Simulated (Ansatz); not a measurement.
Ansatz (an electronic-structure program) input (HF/6-31G*):

Ansatz 0.2 input:
```yaml
crystal:
  periodic: [false, false, false]
  atoms:
    - {symbol: C, position_ang: [-0.00213563, 1.54481816, -0.43735254]}
    - {symbol: S, position_ang: [-0.01235863, 0.09399220, 0.58814302]}
    - {symbol: C, position_ang: [0.01885147, -1.43052878, -0.44327515]}
    - {symbol: H, position_ang: [0.89756751, 1.54166978, -1.06281003]}
    - {symbol: H, position_ang: [-0.87612227, 1.52922901, -1.09809232]}
    - {symbol: H, position_ang: [0.01229148, -2.31269181, 0.19756103]}
    - {symbol: H, position_ang: [-0.84802650, -1.48008083, -1.09909297]}
    - {symbol: H, position_ang: [0.91173275, -1.46773777, -1.06408778]}
basis:
  gaussian:
    orbitals: 6-31G*
hamiltonian:
  xc: {name: HF}
total_charge: -1
phonons: {temperatures: {t_min: 298.15, t_max: 298.15, t_step: 100}}
```

Output:

```
WARN ansatz: RAYON_NUM_THREADS=1 ignored (pool sized by the plan → 1); use --threads N
Functional definition: HF
integrals: 0.01 GiB planned
674 factors; integrals over basis functions are off by at most 4.0e-4 eV
mean field: 0.12 GiB planned
mean field evaluation 1: about -12952.4086 eV, gradient 2.3e1 eV
mean field evaluation 2: about -12952.4847 eV, gradient 2.3e1 eV
mean field evaluation 4: about -12954.1620 eV, gradient 3.1e0 eV
mean field evaluation 8: about -12954.2017 eV, gradient 2.2e-1 eV
mean field -12954.20222050 eV, -476.0581509296 hartree, gradient 3.2e-5 eV, S^2 0.000000; 0 other end points of the search recorded, 0 dependent functions left out
the calculation of the forces begins
reference -12954.20222050 eV, -476.0581509296 hartree; 17, 17 occupied and 42, 42 virtual orbitals, 674 factors
these checks for a lower state are left out or cut short: stability, starts, cluster_reference, orbital_swaps, neighbouring_geometries, increment
integrals: 0.01 GiB planned
674 factors; integrals over basis functions are off by at most 4.0e-4 eV
mean field: 0.12 GiB planned
mean field evaluation 16: about -12954.2020 eV, gradient 1.2e-1 eV
mean field -12954.20211123 eV, -476.0581469140 hartree, gradient 1.5e-6 eV, S^2 0.000000; 0 other end points of the search recorded, 0 dependent functions left out
the calculation of the forces begins
reference -12954.20211123 eV, -476.0581469140 hartree; 17, 17 occupied and 42, 42 virtual orbitals, 674 factors
these checks for a lower state are left out or cut short: stability, starts, cluster_reference, orbital_swaps, neighbouring_geometries, increment
integrals: 0.01 GiB planned
674 factors; integrals over basis functions are off by at most 4.0e-4 eV
mean field: 0.12 GiB planned
mean field -12954.20210972 eV, -476.0581468585 hartree, gradient 3.1e-6 eV, S^2 0.000000; 0 other end points of the search recorded, 0 dependent functions left out
the calculation of the forces begins
reference -12954.20210972 eV, -476.0581468585 hartree; 17, 17 occupied and 42, 42 virtual orbitals, 674 factors
these checks for a lower state are left out or cut short: stability, starts, cluster_reference, orbital_swaps, neighbouring_geometries, increment
integrals: 0.01 GiB planned
674 factors; integrals over basis functions are off by at most 4.0e-4 eV
mean field: 0.12 GiB planned
mean field evaluation 32: about -12954.2021 eV, gradient 2.7e-4 eV
mean field -12954.20212745 eV, -476.0581475102 hartree, gradient 1.6e-6 eV, S^2 0.000000; 0 other end points of the search recorded, 0 dependent functions left out
the calculation of the forces begins
reference -12954.20212745 eV, -476.0581475102 hartree; 17, 17 occupied and 42, 42 virtual orbitals, 674 factors
these checks for a lower state are left out or cut short: stability, starts, cluster_reference, orbital_swaps, neighbouring_geometries, increment
integrals: 0.01 GiB planned
674 factors; integrals over basis functions are off by at most 4.0e-4 eV
mean field: 0.12 GiB planned
mean field -12954.20212748 eV, -476.0581475114 hartree, gradient 1.6e-6 eV, S^2 0.000000; 0 other end points of the search recorded, 0 dependent functions left out
the calculation of the forces begins
reference -12954.20212748 eV, -476.0581475114 hartree; 17, 17 occupied and 42, 42 virtual orbitals, 674 factors
these checks for a lower state are left out or cut short: stability, starts, cluster_reference, orbital_swaps, neighbouring_geometries, increment
integrals: 0.01 GiB planned
674 factors; integrals over basis functions are off by at most 4.0e-4 eV
mean field: 0.12 GiB planned
mean field -12954.20213860 eV, -476.0581479200 hartree, gradient 2.8e-6 eV, S^2 0.000000; 0 other end points of the search recorded, 0 dependent functions left out
the calculation of the forces begins
reference -12954.20213860 eV, -476.0581479200 hartree; 17, 17 occupied and 42, 42 virtual orbitals, 674 factors
these checks for a lower state are left out or cut short: stability, starts, cluster_reference, orbital_swaps, neighbouring_geometries, increment
integrals: 0.01 GiB planned
674 factors; integrals over basis functions are off by at most 4.0e-4 eV
mean field: 0.12 GiB planned
mean field -12954.20213992 eV, -476.0581479686 hartree, gradient 2.8e-6 eV, S^2 0.000000; 0 other end points of the search recorded, 0 dependent functions left out
the calculation of the forces begins
reference -12954.20213992 eV, -476.0581479686 hartree; 17, 17 occupied and 42, 42 virtual orbitals, 674 factors
these checks for a lower state are left out or cut short: stability, starts, cluster_reference, orbital_swaps, neighbouring_geometries, increment
integrals: 0.01 GiB planned
674 factors; integrals over basis functions are off by at most 4.0e-4 eV
mean field: 0.12 GiB planned
[...]
mean field -12954.20220989 eV, -476.0581505397 hartree, gradient 2.2e-6 eV, S^2 0.000000; 0 other end points of the search recorded, 0 dependent functions left out
the calculation of the forces begins
reference -12954.20220989 eV, -476.0581505397 hartree; 17, 17 occupied and 42, 42 virtual orbitals, 674 factors
these checks for a lower state are left out or cut short: stability, starts, cluster_reference, orbital_swaps, neighbouring_geometries, increment
integrals: 0.01 GiB planned
674 factors; integrals over basis functions are off by at most 4.0e-4 eV
mean field: 0.12 GiB planned
mean field -12954.20218042 eV, -476.0581494569 hartree, gradient 1.9e-6 eV, S^2 0.000000; 0 other end points of the search recorded, 0 dependent functions left out
the calculation of the forces begins
reference -12954.20218042 eV, -476.0581494569 hartree; 17, 17 occupied and 42, 42 virtual orbitals, 674 factors
these checks for a lower state are left out or cut short: stability, starts, cluster_reference, orbital_swaps, neighbouring_geometries, increment
integrals: 0.01 GiB planned
674 factors; integrals over basis functions are off by at most 4.0e-4 eV
mean field: 0.12 GiB planned
mean field evaluation 128: about -12954.2022 eV, gradient 1.9e-6 eV
mean field -12954.20217979 eV, -476.0581494338 hartree, gradient 1.9e-6 eV, S^2 0.000000; 0 other end points of the search recorded, 0 dependent functions left out
the calculation of the forces begins
reference -12954.20217979 eV, -476.0581494338 hartree; 17, 17 occupied and 42, 42 virtual orbitals, 674 factors
these checks for a lower state are left out or cut short: stability, starts, cluster_reference, orbital_swaps, neighbouring_geometries, increment
integrals: 0.01 GiB planned
674 factors; integrals over basis functions are off by at most 4.0e-4 eV
mean field: 0.12 GiB planned
mean field -12954.20217055 eV, -476.0581490942 hartree, gradient 2.9e-6 eV, S^2 0.000000; 0 other end points of the search recorded, 0 dependent functions left out
the calculation of the forces begins
reference -12954.20217055 eV, -476.0581490942 hartree; 17, 17 occupied and 42, 42 virtual orbitals, 674 factors
these checks for a lower state are left out or cut short: stability, starts, cluster_reference, orbital_swaps, neighbouring_geometries, increment
integrals: 0.01 GiB planned
674 factors; integrals over basis functions are off by at most 4.0e-4 eV
mean field: 0.12 GiB planned
mean field -12954.20217055 eV, -476.0581490939 hartree, gradient 2.8e-6 eV, S^2 0.000000; 0 other end points of the search recorded, 0 dependent functions left out
the calculation of the forces begins
reference -12954.20217055 eV, -476.0581490939 hartree; 17, 17 occupied and 42, 42 virtual orbitals, 674 factors
these checks for a lower state are left out or cut short: stability, starts, cluster_reference, orbital_swaps, neighbouring_geometries, increment
integrals: 0.01 GiB planned
674 factors; integrals over basis functions are off by at most 4.0e-4 eV
mean field: 0.12 GiB planned
mean field -12954.20217421 eV, -476.0581492287 hartree, gradient 2.6e-6 eV, S^2 0.000000; 0 other end points of the search recorded, 0 dependent functions left out
the calculation of the forces begins
reference -12954.20217421 eV, -476.0581492287 hartree; 17, 17 occupied and 42, 42 virtual orbitals, 674 factors
these checks for a lower state are left out or cut short: stability, starts, cluster_reference, orbital_swaps, neighbouring_geometries, increment
integrals: 0.01 GiB planned
674 factors; integrals over basis functions are off by at most 4.0e-4 eV
mean field: 0.12 GiB planned
mean field -12954.20217548 eV, -476.0581492751 hartree, gradient 2.6e-6 eV, S^2 0.000000; 0 other end points of the search recorded, 0 dependent functions left out
the calculation of the forces begins
reference -12954.20217548 eV, -476.0581492751 hartree; 17, 17 occupied and 42, 42 virtual orbitals, 674 factors
these checks for a lower state are left out or cut short: stability, starts, cluster_reference, orbital_swaps, neighbouring_geometries, increment
integrals: 0.01 GiB planned
674 factors; integrals over basis functions are off by at most 4.0e-4 eV
mean field: 0.12 GiB planned
mean field evaluation 160: about -12954.2021 eV, gradient 1.7e-6 eV
mean field -12954.20214289 eV, -476.0581480775 hartree, gradient 1.7e-6 eV, S^2 0.000000; 0 other end points of the search recorded, 0 dependent functions left out
the calculation of the forces begins
reference -12954.20214289 eV, -476.0581480775 hartree; 17, 17 occupied and 42, 42 virtual orbitals, 674 factors
these checks for a lower state are left out or cut short: stability, starts, cluster_reference, orbital_swaps, neighbouring_geometries, increment
integrals: 0.01 GiB planned
674 factors; integrals over basis functions are off by at most 4.0e-4 eV
mean field: 0.12 GiB planned
mean field -12954.20214274 eV, -476.0581480720 hartree, gradient 1.7e-6 eV, S^2 0.000000; 0 other end points of the search recorded, 0 dependent functions left out
the calculation of the forces begins
reference -12954.20214274 eV, -476.0581480720 hartree; 17, 17 occupied and 42, 42 virtual orbitals, 674 factors
these checks for a lower state are left out or cut short: stability, starts, cluster_reference, orbital_swaps, neighbouring_geometries, increment
integrals: 0.01 GiB planned
674 factors; integrals over basis functions are off by at most 4.0e-4 eV
mean field: 0.12 GiB planned
mean field -12954.20220442 eV, -476.0581503386 hartree, gradient 1.3e-6 eV, S^2 0.000000; 0 other end points of the search recorded, 0 dependent functions left out
the calculation of the forces begins
reference -12954.20220442 eV, -476.0581503386 hartree; 17, 17 occupied and 42, 42 virtual orbitals, 674 factors
these checks for a lower state are left out or cut short: stability, starts, cluster_reference, orbital_swaps, neighbouring_geometries, increment
integrals: 0.01 GiB planned
674 factors; integrals over basis functions are off by at most 4.0e-4 eV
mean field: 0.12 GiB planned
mean field -12954.20220469 eV, -476.0581503486 hartree, gradient 1.5e-6 eV, S^2 0.000000; 0 other end points of the search recorded, 0 dependent functions left out
the calculation of the forces begins
reference -12954.20220469 eV, -476.0581503486 hartree; 17, 17 occupied and 42, 42 virtual orbitals, 674 factors
these checks for a lower state are left out or cut short: stability, starts, cluster_reference, orbital_swaps, neighbouring_geometries, increment
integrals: 0.01 GiB planned
674 factors; integrals over basis functions are off by at most 4.0e-4 eV
mean field: 0.12 GiB planned
mean field -12954.20217113 eV, -476.0581491155 hartree, gradient 3.0e-6 eV, S^2 0.000000; 0 other end points of the search recorded, 0 dependent functions left out
the calculation of the forces begins
reference -12954.20217113 eV, -476.0581491155 hartree; 17, 17 occupied and 42, 42 virtual orbitals, 674 factors
these checks for a lower state are left out or cut short: stability, starts, cluster_reference, orbital_swaps, neighbouring_geometries, increment
integrals: 0.01 GiB planned
674 factors; integrals over basis functions are off by at most 4.0e-4 eV
mean field: 0.12 GiB planned
mean field -12954.20217074 eV, -476.0581491010 hartree, gradient 3.0e-6 eV, S^2 0.000000; 0 other end points of the search recorded, 0 dependent functions left out
the calculation of the forces begins
reference -12954.20217074 eV, -476.0581491010 hartree; 17, 17 occupied and 42, 42 virtual orbitals, 674 factors
Total energy: -12954.20222050 eV, -476.0581509296 hartree
Atom 0 at    -0.002136     1.544818    -0.437353 Å, force     0.000006    -0.000020    -0.000307 eV/Å
Atom 1 at    -0.012359     0.093992     0.588143 Å, force    -0.000003    -0.000099     0.000202 eV/Å
Atom 2 at     0.018851    -1.430529    -0.443275 Å, force     0.000008    -0.000101    -0.000356 eV/Å
Atom 3 at     0.897568     1.541670    -1.062810 Å, force    -0.000098    -0.000024     0.000140 eV/Å
Atom 4 at    -0.876122     1.529229    -1.098092 Å, force     0.000093    -0.000023     0.000143 eV/Å
Atom 5 at     0.012291    -2.312692     0.197561 Å, force    -0.000002     0.000377    -0.000018 eV/Å
Atom 6 at    -0.848027    -1.480081    -1.099093 Å, force     0.000120    -0.000055     0.000100 eV/Å
Atom 7 at     0.911733    -1.467738    -1.064088 Å, force    -0.000123    -0.000056     0.000096 eV/Å
Dipole moment:     0.011839    -1.028783    -0.232429 e Å
Vibrations: 189.10 266.89 460.04 583.32 702.06 941.49 1015.69 1068.45 1158.94 1464.25 1587.85 1615.02 1635.90 3066.78 3104.47 3148.43 3210.43 3218.09 cm⁻¹, zero-point energy 1.762883 eV
```

The blocks after the first are displaced geometries, from whose forces the wavenumbers follow.

The dipole moment of an ion depends on the origin.
